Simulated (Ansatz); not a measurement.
Process, species as SMILES: O=[CH] (CH-O) → CHO+ (singlet, bonded as [CH]=O) + e-
B3LYP-D3(BJ)/def2-TZVP geometries, fixed; electronic energies without zero-point terms.
Largest species:
```
C
O 1 1.1718
H 1 1.1249 2 124.43
```
Charge 0, spin multiplicity 2.

How fast the adiabatic ionisation energy converges with the basis for several methods (Ansatz, an electronic-structure program): deviation from each method's own reference, in eV. References: B2PLYP 8.147 eV, the value in pcseg-4; CCSD(T) 8.068 eV, Hartree-Fock in aug-cc-pVQZ plus the correlation part extrapolated as X^-3 from aug-cc-pVTZ and aug-cc-pVQZ; HF 7.685 eV, the value in aug-pcseg-3; MP2 7.897 eV, Hartree-Fock in aug-cc-pVQZ plus the correlation part extrapolated as X^-3 from aug-cc-pVTZ and aug-cc-pVQZ; PBE 8.303 eV, the value in pcseg-4; PBE0 8.312 eV, the value in pcseg-4. Cartesian d functions, on some or all atoms, in 6-31+G*; all else is spherical. In correlated methods cores are frozen. Open shells are unrestricted. No added dispersion term, no relativity. 

```json
[
 {"basis": "pcseg-0", "functions": "20", "B2PLYP": "0.054", "CCSD(T)": "-0.291", "HF": "(withheld)", "MP2": "-0.342", "PBE": "0.174", "PBE0": "0.276"},
 {"basis": "3-21G", "functions": "20", "B2PLYP": "-0.418", "CCSD(T)": "-0.807", "HF": "(withheld)", "MP2": "-0.867", "PBE": "-0.263", "PBE0": "-0.155"},
 {"basis": "6-31+G*", "functions": "40", "B2PLYP": "0.016", "CCSD(T)": "-0.233", "HF": "(withheld)", "MP2": "-0.203", "PBE": "0.098", "PBE0": "0.100"},
 {"basis": "def2-SVPD", "functions": "51", "B2PLYP": "0.041", "CCSD(T)": "-0.134", "HF": "(withheld)", "MP2": "-0.119", "PBE": "0.094", "PBE0": "0.098"},
 {"basis": "aug-cc-pVDZ", "functions": "55", "B2PLYP": "0.027", "CCSD(T)": "-0.105", "HF": "(withheld)", "MP2": "-0.097", "PBE": "0.064", "PBE0": "0.063"},
 {"basis": "6-311++G(2d,2p)", "functions": "64", "B2PLYP": "-0.002", "CCSD(T)": "-0.123", "HF": "(withheld)", "MP2": "-0.113", "PBE": "0.030", "PBE0": "0.033"},
 {"basis": "cc-pVTZ", "functions": "74", "B2PLYP": "-0.060", "CCSD(T)": "-0.123", "HF": "(withheld)", "MP2": "-0.121", "PBE": "-0.050", "PBE0": "-0.034"},
 {"basis": "def2-TZVPP", "functions": "76", "B2PLYP": "-0.036", "CCSD(T)": "-0.105", "HF": "(withheld)", "MP2": "-0.103", "PBE": "-0.021", "PBE0": "-0.013"},
 {"basis": "aug-pcseg-2", "functions": "115", "B2PLYP": "-0.014", "CCSD(T)": "-0.074", "HF": "(withheld)", "MP2": "-0.071", "PBE": "0.004", "PBE0": "0.004"},
 {"basis": "aug-cc-pVTZ", "functions": "115", "B2PLYP": "0.002", "CCSD(T)": "-0.036", "HF": "(withheld)", "MP2": "-0.036", "PBE": "0.007", "PBE0": "0.008"},
 {"basis": "cc-pVQZ", "functions": "140", "B2PLYP": "-0.022", "CCSD(T)": "-0.054", "HF": "(withheld)", "MP2": "-0.056", "PBE": "-0.024", "PBE0": "-0.016"},
 {"basis": "pcseg-3", "functions": "153", "B2PLYP": "-0.009", "CCSD(T)": "-0.049", "HF": "(withheld)", "MP2": "-0.052", "PBE": "-0.001", "PBE0": "0.000"}
]
```

Question: What belongs in the gaps?

Answer: 
- pcseg-0, HF: 0.420
- 3-21G, HF: -0.016
- 6-31+G*, HF: 0.096
- def2-SVPD, HF: 0.105
- aug-cc-pVDZ, HF: 0.062
- 6-311++G(2d,2p), HF: 0.042
- cc-pVTZ, HF: -0.018
- def2-TZVPP, HF: -0.005
- aug-pcseg-2, HF: 0.001
- aug-cc-pVTZ, HF: 0.013
- cc-pVQZ, HF: -0.006
- pcseg-3, HF: -0.001

Mean absolute deviation over 6-311++G(2d,2p), cc-pVTZ, def2-TZVPP, aug-pcseg-2, aug-cc-pVTZ: HF 0.016, PBE0 0.019, PBE 0.022, B2PLYP 0.023, MP2 0.089, CCSD(T) 0.092 eV.
